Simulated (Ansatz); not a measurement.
# AlO: a geometry optimisation

With Ansatz 0.2.0 through its Python package.

The script reads `alo.xyz`:
```text
2

Al    0.00000    0.00000    0.00000
O     0.00000    0.00000    1.79500
```

The cells in order, each with its output:

**Cell 1**
```python
import itertools

import ansatz as az
from ase.data import atomic_numbers, covalent_radii
import numpy as np
```

**Cell 2**
```python
mol = az.Crystal.molecule_from_extxyz("alo.xyz")
```

**Cell 3**
```python
model = (
    mol.calculation()
    .basis(gaussian="def2-TZVP")
    .functional("hf")
    .spin("collinear", total=1)
)
symbols = [site.symbol for site in mol.cartesian_sites]
start = np.array([site.position_ang for site in mol.cartesian_sites], dtype=float)
def progress(event):
    if event["event"] == "relax_step":
        row = event["data"]
        print(f"step {row['step']:3d}  E = {row['lagrangian_ev']:.6f} eV  largest force component {row['allowed_force_max_ev_ang']:.4f} eV/A")
```

**Cell 4**
```python
summary = model.relax(force_tolerance=0.01).session().plan().execute(on_event=progress).report
end = np.array(summary["positions_ang"])
```
Output:
```text
step   1  E = -8620.480960 eV  largest force component 0.8547 eV/A
step   2  E = -8620.494181 eV  largest force component 0.5142 eV/A
step   3  E = -8620.500929 eV  largest force component 0.0457 eV/A
step   4  E = -8620.500978 eV  largest force component 0.0004 eV/A
```

**Cell 5**
```python
print(f"E = {summary['free_energy_ev']:.6f} eV = {summary['free_energy_ev'] / 27.211386246:.7f} Ha")
print("converged:", summary["converged"], " doubts:", summary["published_state_doubts"] or "none")
```
Output:
```text
E = -8620.500978 eV = -316.7975678 Ha
converged: True  doubts: none
```

**Cell 6**
```python
radius = [covalent_radii[atomic_numbers[s]] for s in symbols]
span = lambda where, i, j: np.linalg.norm(where[i] - where[j])
bonded = [(i, j) for i, j in itertools.combinations(range(len(symbols)), 2) if min(span(start, i, j), span(end, i, j)) < 1.2 * (radius[i] + radius[j])]
print("pair        before    after (A)")
for i, j in bonded:
    print(f"{symbols[i]}{i}-{symbols[j]}{j}".ljust(10), f"{span(start, i, j):8.4f} {span(end, i, j):8.4f}")
```
Output:
```text
pair        before    after (A)
Al0-O1       1.7950   1.7499
```

What to keep in mind:
- Total energies depend on the basis set; only differences at equal settings carry meaning.
- The end point is the stationary point reached from this start; no frequency run checks that it is a minimum, and the basis set is modest.
- The species is open-shell (spin multiplicity 2).
- The expectation value of S² is noticeably off S(S+1) in at least one run, so that state is spin-contaminated.
- The spin state was assumed, and another may lie lower.
- Run time: 13 s on 1 thread of Intel(R) Xeon(R) Platinum 8375C CPU @ 2.90GHz (Ice Lake) (shared host), peak memory 0.21 GiB.

(Lines on the test bed's own set-up are left out of the output.)
